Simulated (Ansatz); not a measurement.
The input, for Ansatz 0.2.0:

```yaml
crystal:
  periodic: [false, false, false]
  atoms:
    - {symbol: Ti, position_ang: [-0.001398, 0.002377, -0.000007]}
    - {symbol: H, position_ang: [1.729772, 0.016068, 0.006459]}
    - {symbol: H, position_ang: [-0.808266, 1.374751, -0.004176]}
    - {symbol: H, position_ang: [-0.855131, -1.503715, -0.001941]}
basis:
  gaussian: {orbitals: def2-SVP}
magnetization: {spin_polarized: false, initial_magnetization: 1}
correlation: {method: ccsdtq, electrons: outside_noble_gas}
```

```sh
$ ansatz run in.yaml --threads 2 --pin off --events-out ev --progress --plain --max-ram 34560MiB --backend cuda --devices 0, --max-vram 37GiB
```

Log:

```
902 factors; integrals over basis functions are off by at most 1.1e-7 eV
mean field evaluation 1: about -23123.9962 eV, gradient 2.3e1 eV
mean field evaluation 2: about -23124.0325 eV, gradient 2.3e1 eV
mean field evaluation 4: about -23128.2175 eV, gradient 3.1e0 eV
mean field evaluation 8: about -23128.3420 eV, gradient 4.3e-1 eV
mean field evaluation 16: about -23128.3488 eV, gradient 2.6e-6 eV
mean field evaluation 32: about -23128.3488 eV, gradient 1.9e-3 eV
mean field evaluation 64: about -23128.2727 eV, gradient 4.5e-1 eV
mean field evaluation 96: about -23128.3017 eV, gradient 1.1e0 eV
mean field evaluation 128: about -23128.3162 eV, gradient 9.5e-2 eV
mean field evaluation 160: about -23128.2732 eV, gradient 5.7e-1 eV
...
mean field -23128.34878356 eV, -849.9511408381 hartree, gradient 2.6e-6 eV, S^2 0.750000; 17 other end points of the search recorded, 0 dependent functions left out
...
determinant -23128.34878356 eV, -849.9511408381 hartree, with singles and doubles -23131.63995278 eV, -850.0720890759 hartree
determinant -23128.27636003 eV, -849.9484793222 hartree, with singles and doubles -23131.48259695 eV, -850.0663063560 hartree
determinant -23128.27440955 eV, -849.9484076437 hartree, with singles and doubles -23131.47268998 eV, -850.0659422815 hartree
determinant -23126.73541355 eV, -849.8918505838 hartree, with singles and doubles -23130.01287360 eV, -850.0122950189 hartree
determinant -23126.51241887 eV, -849.8836556805 hartree, with singles and doubles -23129.78818388 eV, -850.0040378240 hartree
determinant -23128.34878356 eV, -849.9511408381 hartree, with singles and doubles -23131.64164434 eV, -850.0721512396 hartree
determinant -23128.27636003 eV, -849.9484793222 hartree, with singles and doubles -23131.48422901 eV, -850.0663663329 hartree
determinant -23128.27440955 eV, -849.9484076437 hartree, with singles and doubles -23131.47443440 eV, -850.0660063876 hartree
9 core orbitals not correlated: weight in the atoms' cores, before any rotation towards them, 0.999 or more for the frozen orbitals, at most 0.000 for the correlated occupied ones
reference -23128.34878356 eV, -849.9511408381 hartree; 4, 3 occupied and 33, 34 virtual orbitals, 902 factors
second order -2.46949130 eV of doubles, -0.01718552 eV of singles
...
cycle  16  -3.44403394 eV  change    2.0e-5 eV  update   2.1e-5
cycle  17  -3.44400794 eV  change    2.6e-5 eV  update   1.5e-5
cycle  18  -3.44400357 eV  change    4.4e-6 eV  update   9.8e-6
cycle  19  -3.44401008 eV  change   -6.5e-6 eV  update   6.5e-6
cycle  20  -3.44401124 eV  change   -1.2e-6 eV  update   4.9e-6
cycle  21  -3.44401971 eV  change   -8.5e-6 eV  update   3.4e-6
cycle  22  -3.44402120 eV  change   -1.5e-6 eV  update   2.0e-6
cycle  23  -3.44402082 eV  change    3.8e-7 eV  update   1.5e-6
cycle  24  -3.44402058 eV  change    2.4e-7 eV  update   1.0e-6
cycle  25  -3.44402128 eV  change   -7.0e-7 eV  update   6.7e-7
Total energy: -23131.79280485 eV, -850.0777062858 hartree
```

For the same geometry and basis full CI lies 2.1 meV higher.

Ran on 2 threads of AMD EPYC 7R13 with a shared H100 80 GB, shared host: 19 s wall, 0.88 GiB peak host memory.
